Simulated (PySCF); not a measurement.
**Mayer bond orders and bond lengths**

C2H6S2.
Numbering: `[CH3:1][S:2][S:3][CH3:4]` (hydrogens: H5, H6, H7 on C1; H8, H9, H10 on C4)

Geometry (PBE0-D3(BJ)/def2-TZVP, Å), atoms numbered from 1 in this order:
```xyz
10
C2H6S2 angstrom
C      1.8552   -0.0568   -0.2647
S      0.9041    0.2625    1.2352
S     -0.7317    1.2482    0.5565
C     -1.8599   -0.0839    0.0961
H      2.7758   -0.5480    0.0580
H      2.1010    0.8771   -0.7683
H      1.3175   -0.7219   -0.9402
H     -1.4958   -0.6307   -0.7733
H     -2.0066   -0.7620    0.9359
H     -2.8097    0.3931   -0.1553
```

Bond orders from the PBE0/pcSseg-2 density (PySCF). The structure is a single PBE0-D3(BJ)/def2-TZVP conformer in the gas phase; no vibrational or solvent corrections.

(1) How far do the computed orders between heavy atoms stray from the drawn ones?

(2) Give the Mayer order of every bond between heavy atoms, beside its length.

(3) And the bonds to hydrogen?

(4) Sum the orders of all bonds at each heavy atom with more than one neighbour and set the sums beside the valence in the SMILES.

Results:

(1) The largest departure is 0.091, at S2–S3 (drawn single, 1.091).

(2) 
```csv
bond,drawn as,length (Å),Mayer order
C1–S2,single,1.805,0.928
S2–S3,single,2.027,1.091
S3–C4,single,1.805,0.930
```

(3) C–H: 0.98 to 0.99 (6 bonds).

(4) C1 3.886 (drawn 4), S2 2.019 (drawn 2), S3 2.021 (drawn 2), C4 3.887 (drawn 4). Orders between atoms that aren't bonded are not in these sums.

The Mayer order sums products of elements of PS (density times overlap matrix) between the two atoms' basis functions, so it depends on the basis set.
